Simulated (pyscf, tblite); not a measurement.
silanone (O=SiH₂) + hydrogen chloride (HCl) -> O=SiH–Cl + hydrogen (H₂): energy along the mass-weighted descent from the GFN2-xTB saddle (tblite), relative to the relaxed reactant side, a complex of the molecules.

(s (amu^1/2 bohr), E (kcal/mol)): (-7.13, 1.5); (-6.87, 1.6); (-6.63, 1.8); (-6.35, 2.1); (-6.05, 2.3); (-5.66, 2.7); (-5.29, 3.1); (-4.32, 4.0); (-2.88, 5.2); (-1.44, 11.6); (0.000, 30.1); (1.44, 16.2); (2.88, 2.7); (4.32, -1.2); (4.84, -3.3); (5.34, -4.5); (5.69, -5.3); (5.94, -5.8); (6.18, -6.1); (6.36, -6.3); (6.52, -6.4)

### Question
The GFN2-xTB barrier from the reactant side is 30.1 kcal/mol. What does ωB97X-D3(BJ) (PySCF) give from its own reactant-side minimum, in def2-SVP and in def2-TZVP?

### Answer
22.6 kcal/mol in the double-zeta basis after reoptimising the saddle, and 20.6 kcal/mol in the triple-zeta single point, so the tight-binding barrier lies 9.5 kcal/mol over the latter. The imaginary mode goes from 1207i to 1153i cm⁻¹.
